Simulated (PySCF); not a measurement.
Magnesium: highly charged ions in a basis for the neutral atom

Mg⁵⁺ [He] 2s2 2p3, Mg⁶⁺ [He] 2s2 2p2. Calculation: PySCF 2.14, in pcseg-2 (5s3p1d, 19 functions); the non-relativistic Hamiltonian (point nucleus). No spin-orbit coupling, so a gap to NIST mixes the basis error with missing relativistic terms.

Changed run: basis of the neutral atom used for a highly charged ion. This setting is unsound on purpose.

| species | method | sound run (hartree) | changed run (hartree) | converged |
| --- | --- | --- | --- | --- |
| Mg⁵⁺ | UHF | not run | -186.43666 | yes |
| Mg⁵⁺ | TPSS | not run | -186.67825 | yes |
| Mg⁵⁺ | B3LYP | not run | -186.63641 | yes |
| Mg⁶⁺ | UHF | not run | -179.48910 | yes |
| Mg⁶⁺ | TPSS | not run | -179.71445 | yes |
| Mg⁶⁺ | B3LYP | not run | -179.66432 | yes |

Ionisation energy of Mg⁵⁺:

```tsv
method	changed run (eV)	NIST (eV)
UHF	189.05	186.76 ± 0.06
TPSS	189.49	186.76 ± 0.06
B3LYP	189.72	186.76 ± 0.06
```

The contracted functions were made for the neutral atom and can be too rigid for a highly charged ion.
